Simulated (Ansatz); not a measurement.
Candidates: hcp Re, hcp Be, hcp Cd, hcp Os, hcp Tc, hcp Tl. Level: PBEsol in Ansatz (plane waves, PAW).

Ansatz's runs of these crystals have no spin polarisation.

Spin–orbit coupling is left out, also for the solids with elements from indium on (hcp Re, hcp Os, hcp Tl); its size isn't shown.

Each level is taken at its own relaxed cell. Ansatz's density-functional and Hartree–Fock values are scalar-relativistic unless marked +SOC, with PAW data made under PBE.

Problem. Which of them have a computed elastic constant C33 between 490 and 800 GPa?

Solution. hcp Re, hcp Tc. The values: hcp Re 709 GPa; hcp Be 388 GPa; hcp Cd 59.2 GPa; hcp Os 890 GPa; hcp Tc 584 GPa; hcp Tl 55.5 GPa.

Ansatz is a program for electronic structure.
